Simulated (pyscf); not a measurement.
Thermochemistry of product channels of :N–F [triplet] + F–SiH₂–F on the triplet surface, in kJ/mol, from ωB97M-D3(BJ)/def2-TZVP energies (ideal gas, 1 atm, RRHO with modes under 100 cm⁻¹ raised to 100, one conformer, R ln 2 for rigid chiral ones). Optimised with ωB97X-D3(BJ)/def2-SVP in PySCF.

```
products                                          ΔE  ΔH(298 K)  ΔG(600 K)  ΔG(900 K)
----------------------------------------------  ----  ---------  ---------  ---------
•HN–SiH(F)–F + F atom (F•)                      -6.8       -1.5       +4.7       +5.2
NH [triplet] + F–SiH(F)–F                        [?]     -281.1     -272.7     -269.7
:N–SiH(F)–F [triplet] + hydrogen fluoride (HF)   [?]     -141.4     -141.3     -142.8
```

Some entries are withheld; supply them.


- NH [triplet] + F–SiH(F)–F, ΔE: -281.4
- :N–SiH(F)–F [triplet] + hydrogen fluoride (HF), ΔE: -144.6

These are energies of the channels, which say nothing of barriers. •HN–SiH(F)–F lies 73.7 kJ/mol over its isomer H₂N–Si•(F)–F, and others may lie lower still (electronic energy, ωB97M-D3(BJ)). :N–SiH(F)–F [triplet] lies 197.8 kJ/mol over its isomer HN=Si(F)–F, and others may lie lower still (electronic energy, ωB97M-D3(BJ)). Left out: orbital degeneracy and the spin-orbit lowering of F.
